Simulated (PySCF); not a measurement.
C₂H₄, SMILES C=C (connectivity only; charge and spin as stated), charge +1, multiplicity 2. Geometry optimised at PBE-D3(BJ)/def2-TZVP. The multiplicity is an assumed one; other spin states were not compared.

Calculation: PBE-D3(BJ)/def2-TZVP (PySCF).

Harmonic wavenumbers (cm⁻¹): 730, 735, 806, 1013, 1141, 1248, 1353, 1422, 2993, 2998, 3080, 3102. Rotational constants (GHz): 142.1, 27.71, 23.86; symmetry number 4.

Task: Work out the zero-point energy and the ideal-gas rigid-rotor harmonic-oscillator thermochemistry at 298.15 K and 1 atm.

Result: ZPE = ½ Σ hcν = ½ × 20621 cm⁻¹ = 29.48 kcal/mol. H − E(el) = 32.08 kcal/mol. Entropy in cal/(mol K): translation 35.93, rotation 16.02, vibration 0.96, spin 1.38, total 54.28. G − E(el) = 15.89 kcal/mol. Cp = 11.13 cal/(mol K).
